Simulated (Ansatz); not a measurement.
For rock-salt NbC, BLYP (Ansatz, a program for electronic structure, PAW) gives:

* **equilibrium lattice constant a**: 4.539 Å
* **bulk modulus B0**: 273 GPa

Task: What does PBEsol-D3(BJ) (Ansatz, plane waves, PAW) give for the same quantities?

Result: 
- lattice constant a: 4.418 Å (decreases by 2.7 %)
- bulk modulus: 336 GPa (rises by 23 %)

For comparison: lattice constant a 4.47 Å (measured, temperature not stated, not corrected to a static lattice; as tabulated in Zhang et al. (2018), doi:10.1088/1367-2630/aac7f0); bulk modulus 281 ± 6 GPa (measured, room temperature, not corrected to a static lattice; as tabulated in High-pressure structural stability of NbC, High Pressure Research 37, 244 …).

Changes are worked out from the printed values.

Unless a cell is named, each level is at its own relaxed cell (BLYP 11.69, PBEsol-D3(BJ) 10.78 Å³/atom).

Ansatz's density-functional and Hartree–Fock values are scalar-relativistic unless marked +SOC, with PAW data made under PBE.
